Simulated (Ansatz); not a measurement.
# HN2Si: the cost of one run

The runs use Ansatz 0.2.0, Gaussian basis; def2-QZVPP, core rule «outside noble gas», up to 7 orbitals frozen.

To be run: UHF; ROHF; CCSD(T) on UHF.

3 further runs of the same task are left out: 1 that didn't finish, 2 set aside as unsound or not needed. Runs told in other sessions of the task aren't counted.

### Step 1. The system

The geometry is a PBE0/def2-TZVP stationary point (not a proven minimum) of the parent state, kept for this charge and spin.

4 atoms, charge 1, spin multiplicity 3.

Atoms are counted from 1 here; the program's logs count them from 0.

Bond lengths: N1–Si2 1.595 Å, N1–H4 1.005 Å, Si2–N3 1.809 Å. Angles: Si2–N1–H4 144.7°, N1–Si2–N3 105.3°.

### Step 2. UHF

in.yaml reads:

```yaml
crystal:
  periodic: [false, false, false]
  atoms:
    - {symbol: N, position_ang: [0.000000, -0.484969, 1.254083]}
    - {symbol: Si, position_ang: [0.000000, 0.524235, 0.018749]}
    - {symbol: N, position_ang: [0.000000, -0.526367, -1.454098]}
    - {symbol: H, position_ang: [0.000000, -0.553520, 2.257049]}
basis:
  gaussian: {orbitals: "def2-QZVPP.json"}
total_charge: 1
magnetization: {spin_polarized: true, initial_magnetization: 2}
hamiltonian: {xc: hf}
output: {orbitals: {seedname: orbitals}}
```

Started as:

```console
$ ansatz run in.yaml --threads 1 --pin off --events-out ev --progress --plain --max-ram 2393MiB
```

What time and memory should one allow on 1 thread of Arm Neoverse V1, shared host?

About 85 s, with a peak of 0.51 GiB.
